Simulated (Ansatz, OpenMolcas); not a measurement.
**[BCl2]+ (SMILES Cl[B+]Cl): the vertical energy of the triplet above the singlet, rung by rung**

The species is [BCl2]+ (3 atoms), meant as a singlet with charge +1. SMILES: `Cl[B+]Cl`. The shape is that of a PBE0-D4/def2-TZVP optimisation.

```csv
atom,x (Å),y (Å),z (Å)
Cl,-1.2679,0.7857,-0.6053
B,0.0000,0.0000,0.0000
Cl,1.2679,-0.7857,0.6053
```

Quantity: the vertical energy of the triplet above the singlet, in eV. The values are calculated.

```
            level                    kind     program  value (eV)  CPU time (all runs)
      PBE/cc-pVTZ                     GGA  OpenMolcas        6.03                 53 s
    M06-L/cc-pVTZ                meta-GGA  OpenMolcas        6.37                 65 s
    B3LYP/cc-pVTZ           global hybrid      Ansatz        6.25                 74 s
    BHLYP/cc-pVTZ           global hybrid  OpenMolcas        6.53                 47 s
     PBE0/cc-pVTZ           global hybrid  OpenMolcas        6.28                 44 s
CAM-B3LYP/cc-pVTZ  range-separated hybrid      Ansatz        6.46              2.8 min
      MP2/cc-pVTZ     perturbation theory      Ansatz        7.38                 53 s
  CCSD(T)/cc-pVTZ   coupled cluster or CI      Ansatz        6.87                 69 s
```

The values span 6.03 to 7.38 eV. The coupled-cluster rows rest on a doubtful reference here (large T1 or Brueckner and Hartree–Fock orbitals at odds), and rows may lie in different states. A triplet this far above the singlet is often a Rydberg-like or dissociative state; sets without diffuse functions put Rydberg states too high. CPU times are rough (shared hosts, several kinds of processor): they show what a rung costs within a factor of a few.
